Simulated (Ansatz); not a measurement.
Conformers of C$_{4}$H$_{8}$O, SMILES `CCC(C)=O`, each relaxed with PBE0-D4/def2-TZVP in Ansatz. CBS adds the triple-zeta coupled-cluster correction to the MP2 limit.

Not all of them had a frequency check.

Conformer A:

```xyz
13

C     1.276   -0.766   -1.204
C    -0.054   -0.317   -0.637
C     0.052    0.340    0.720
C    -1.237    0.831    1.326
O     1.109    0.467    1.287
H     1.956    0.079   -1.317
H     1.760   -1.483   -0.540
H     1.142   -1.234   -2.181
H    -0.751   -1.159   -0.540
H    -0.559    0.388   -1.308
H    -1.957    0.011    1.405
H    -1.049    1.254    2.311
H    -1.690    1.589    0.680
```

Conformer B:

```xyz
13

C     0.754    0.708    1.296
C    -0.592    0.346    0.672
C    -0.440   -0.842   -0.251
C    -0.091   -0.546   -1.685
O    -0.573   -1.971    0.153
H     0.648    1.556    1.974
H     1.151   -0.135    1.864
H     1.491    0.981    0.536
H    -0.989    1.203    0.120
H    -1.303    0.072    1.453
H     0.716    0.189   -1.749
H    -0.962   -0.102   -2.178
H     0.189   -1.460   -2.204
```

Which is lowest in electronic energy at CCSD(T)/CBS (frozen core, def2 sets), and by how much? (Best estimate.)

The calculation gave: A; B lies 4.7 kJ/mol higher.

Give the energies relative to A (kJ/mol) with ωB97X-V/def2-TZVPP, PBE/def2-TZVPP, HF/def2-TZVPP, CCSD(T)/def2-TZVPP, HF/def2-QZVPP, MP2/def2-QZVPP, HF/CBS(def2). (Estimate.)

Ansatz gave: 
```tsv
level	B
ωB97X-V/def2-TZVPP	5.4
PBE/def2-TZVPP	5.7
HF/def2-TZVPP	5.3
CCSD(T)/def2-TZVPP	4.9
HF/def2-QZVPP	5.2
MP2/def2-QZVPP	4.4
HF/CBS(def2)	5.2
```
